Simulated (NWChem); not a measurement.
Correlation energy of CH₂

```xyz
3

C      0.0000     0.0000     0.1799
H      0.8622     0.0000    -0.5398
H     -0.8622     0.0000    -0.5398
```
Charge 0, spin multiplicity 1.

All runs are NWChem calculations. All single points use one geometry, from B3LYP/def2-SVP, a minimum by its harmonic frequencies.

Basis set: cc-pVDZ. Each correlation energy counts from its own Hartree-Fock reference.

```tsv
method	correlation energy (mHa)	difference from CCSD(T)
CCSD(T)	-141.8	0.0
CR-CCSD[T]	-141.5	+0.3
CCSDT	-142.6	-0.7
SCS-MP2	-118.7	+23.1
CCSD+T(CCSD)	-141.9	0.0
CCSD	-138.9	+2.9
MP2	-110.7	+31.1
RI-MP2	-110.7	+31.1
CR-CCSD(T)	-141.5	+0.4
```

The values span 31.9 mHa, from CCSDT (lowest) to RI-MP2 (highest). 

The correlated methods keep 1 core orbital frozen. The structure started from a generated list of species. Coupled-cluster values serve here as a point of comparison, not as the truth.
